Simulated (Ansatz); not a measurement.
We consider 1T (CdI2-type) CdI2, described by CAM-B3LYP (Ansatz, an electronic-structure program, plane waves, PAW).

Numerical settings: plane-wave cutoff 460 eV, 9×9×4 k mesh (along the axes of the cell as run), Fermi–Dirac smearing 0.01 eV, scalar-relativistic PAW data made under PBE.

Cell (measured lattice):

```cif
data_CdI2
_chemical_formula_sum 'Cd1 I2'
_space_group_name_H-M_alt 'P 1'
_space_group_IT_number 1
_cell_length_a 4.24400
_cell_length_b 4.24400
_cell_length_c 6.85900
_cell_angle_alpha 90.000
_cell_angle_beta 90.000
_cell_angle_gamma 120.000
loop_
_space_group_symop_operation_xyz
  'x, y, z'
loop_
_atom_site_label
_atom_site_type_symbol
_atom_site_fract_x
_atom_site_fract_y
_atom_site_fract_z
_atom_site_occupancy
Cd1 Cd 0.00000 0.00000 0.00000 1
I1 I 0.33333 0.66667 0.24920 1
I2 I 0.66667 0.33333 0.75080 1
```

Task: Predict the band gap.

Result: 
- band gap: 5.95 eV (on the SCF k mesh)

Note: cell and atoms aren't relaxed at this level (pressure 1.7 GPa).

Spin–orbit coupling is not included; with these elements it can move the gap by several tenths of an eV or more.

Static lattice: no zero-point or thermal effects.

Computing time: about 12 core-minutes (a rough figure).
